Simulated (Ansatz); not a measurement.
The cluster NaLi2 (the lowest doublet isomer of a short search), 3 atoms. Hardware: 4 threads of Arm Neoverse V2 on a shared host.

Correlated methods freeze 1 core orbital; core or outer-core shells of Li, Na are correlated, in sets that lack core-valence functions.

Question: How many basis functions does each of these Ansatz runs have, and roughly what does it cost? r2SCAN/def2-TZVPD, charge -1 triplet at the geometry of the charge 0 doublet, energy, from earlier orbitals; HF/6-31G, charge 0 doublet, energy; CCSD(T)/def2-TZVPD, charge -1 singlet at the geometry of the charge 0 doublet, energy, from earlier orbitals; B3LYP/def2-TZVP, charge 0 quartet, energy, from earlier orbitals; HF/STO-3G, charge 0 quartet, energy; r2SCAN0/def2-TZVP, charge 0 doublet, energy, from earlier orbitals; BHLYP/def2-TZVP, charge 0 doublet, energy, from earlier orbitals; PBE/def2-TZVP, charge 0 doublet, energy, from earlier orbitals; CCSD(T)/def2-TZVPP, charge 0 quartet, energy, from earlier orbitals; HF/STO-3G, charge 0 doublet, energy; PBE/def2-TZVP, charge 1 triplet at the geometry of the charge 0 doublet, energy, from earlier orbitals; PBE0/def2-TZVP, charge 0 doublet, energy and forces, from earlier orbitals.

Answer: Other jobs shared the machine, so times can vary by a factor of up to 3. A dash marks memory too small to be measured apart from the calling script's.

```
                                                                                                         run  functions  fitting or Cholesky vectors  wall time  peak host memory (GiB)
                                                                         HF/STO-3G, charge 0 doublet, energy         19                          202      0.1 s                       –
                                                                         HF/STO-3G, charge 0 quartet, energy         19                          202      0.1 s                       –
                                                                          HF/6-31G, charge 0 doublet, energy         31                          384     0.15 s                       –
                                              PBE/def2-TZVP, charge 0 doublet, energy, from earlier orbitals         60                          535     0.55 s                       –
                                            B3LYP/def2-TZVP, charge 0 quartet, energy, from earlier orbitals         60                          535     0.55 s                       –
                                            BHLYP/def2-TZVP, charge 0 doublet, energy, from earlier orbitals         60                          552      0.6 s                       –
      PBE/def2-TZVP, charge 1 triplet at the geometry of the charge 0 doublet, energy, from earlier orbitals         60                          535     0.65 s                       –
CCSD(T)/def2-TZVPD, charge -1 singlet at the geometry of the charge 0 doublet, energy, from earlier orbitals         69                          691      1.1 s                       –
                                         CCSD(T)/def2-TZVPP, charge 0 quartet, energy, from earlier orbitals         70                          583      1.3 s                       –
                                          r2SCAN0/def2-TZVP, charge 0 doublet, energy, from earlier orbitals         60                          544      1.6 s                       –
 r2SCAN/def2-TZVPD, charge -1 triplet at the geometry of the charge 0 doublet, energy, from earlier orbitals         69                          648      1.8 s                       –
                                  PBE0/def2-TZVP, charge 0 doublet, energy and forces, from earlier orbitals         60                          591      2.2 s                       –
```
